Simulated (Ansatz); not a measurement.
# MgNH (triplet): B3LYP, wB97M-V over a scan of the distance N1–Mg2, 6-31G

Aim: run MgNH (triplet) with these functionals over a scan of the distance N1–Mg2, and hold them against the top wave-function level at the same points.

The runs use Ansatz 0.2.0, Gaussian basis; 6-31G, all electrons in the functionals.

To be run: B3LYP, wB97M-V, at 1.535 Å; 1.655 Å; 1.882 Å; 2.084 Å; 2.297 Å; 2.648 Å; 2.984 Å; 3.548 Å; 4.145 Å; 5.162 Å; 6.258 Å.

29 further runs of the same task are left out: 14 for a known fault of the program, 12 that didn't finish, 3 set aside as unsound or not needed. Runs told in other sessions of the task aren't counted.

## (1) The geometry

The geometry derives from a PBE0/def2-TZVP stationary point (not a proven minimum). One bond is set to the value named and the two fragments are kept rigid.

3 atoms, charge 0, spin multiplicity 3.

Atoms are counted from 1 here; the program's logs count them from 0.

Bond lengths: N1–Mg2 1.882 Å, N1–H3 1.011 Å. Angles: Mg2–N1–H3 180.0°.

No dispersion term is added; wB97M-V holds VV10 nonlocal correlation. B3LYP takes the VWN-RPA correlation.

The geometry shown and the zero of energy belong to the point 1.882 Å. The yardstick, FCI, and other wave-function levels (R restricted, U unrestricted, valence and pair active spaces) come from earlier runs.

## (2) B3LYP, 1.535 Å

File in.yaml:

```yaml
crystal:
  periodic: [false, false, false]
  atoms:
    - {symbol: N, position_ang: [0.000000, 0.000000, 0.174667]}
    - {symbol: Mg, position_ang: [0.000000, 0.000000, -1.360333]}
    - {symbol: H, position_ang: [0.000000, 0.000000, 1.185667]}
basis:
  gaussian: {orbitals: 6-31G}
magnetization: {spin_polarized: true, initial_magnetization: 2}
hamiltonian: {xc: {name: B3LYP}}
```

Started as:

```console
ansatz run in.yaml --threads 1 --pin off --events-out ev --progress --plain --max-ram 2393MiB
```

Further steps of the session: B3LYP, 1.655 Å; B3LYP, 1.882 Å; B3LYP, 2.084 Å; B3LYP, 2.297 Å; B3LYP, 2.648 Å; B3LYP, 2.984 Å; B3LYP, 3.548 Å; B3LYP, 4.145 Å; B3LYP, 5.162 Å; B3LYP, 6.258 Å; wB97M-V, 1.535 Å; wB97M-V, 1.655 Å; wB97M-V, 1.882 Å; wB97M-V, 2.084 Å; wB97M-V, 2.297 Å; wB97M-V, 2.648 Å; wB97M-V, 2.984 Å; wB97M-V, 3.548 Å; wB97M-V, 4.145 Å; wB97M-V, 5.162 Å; wB97M-V, 6.258 Å.

Before running them: what should the planned runs give, taken together? Wanted: span of the FCI curve; largest miss, B3LYP; largest miss, wB97M-V.

As calculated:

```
             quantity                   value
span of the FCI curve            198.5 kJ/mol
  largest miss, B3LYP  +51.5 kJ/mol (5.162 Å)
largest miss, wB97M-V  +39.5 kJ/mol (6.258 Å)
```

What this shows: Of the functionals, wB97M-V keep the smallest largest miss at the points compared (at most 39.5 kJ/mol) and B3LYP strays most (51.5 kJ/mol, at 5.162 Å). Functionals and the yardstick converge differently with the basis, so part of each miss in 6-31G is the basis.
